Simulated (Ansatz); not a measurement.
A made-up structure of MgH3SO (charge +1), closed shell:

```tsv
atom	x (Å)	y (Å)	z (Å)
O1	-0.8626	0.0929	-0.9560
S2	0.8696	-0.4599	-0.8869
Mg3	1.1906	-0.0894	1.5188
H4	1.6959	-1.5347	-0.7786
H5	-0.9504	0.8507	-1.5618
H6	1.1888	0.2363	3.1535
```

It is relaxed with PBE-D4/def2-SVP and then PBE0-D4/def2-TZVP (Ansatz 0.2.0). Atoms count as bonded within 1.22 times the sum of their covalent radii (H–H: 0.88 Å). The end point is not checked to be a true minimum.

(1) Does its bonding change? (A judgement: the text doesn't fix the answer.)

Results:

(1) Computed: Yes. Formed: O1–Mg3; broken: none.

Where it ends: The first stage lowers the energy by 2.58 eV in 14 steps. It ends as MgH₃SO ([OH]1[MgH][SH]1), total charge +1:
```xyz
6
angstrom
O -0.1342 0.1260 -0.4314
S 1.3340 -0.2542 -1.1942
Mg 0.6850 0.1762 1.4114
H 1.1235 -1.5859 -1.2970
H -0.8404 0.3747 -1.0463
H 0.9641 0.2590 3.0464
```

Labels in which every atom is bracketed show which atoms are joined, not bond orders.

For scale, one of the runs: PBE0-D4/def2-TZVP relaxation, 118 basis functions, launched by `ansatz run in.yaml --threads 2 --pin off --events-out ev --progress --plain --max-ram 4352MiB`. Hardware: 2 CPU threads of an Arm Neoverse V1, shared host. Wall time about 28 s.
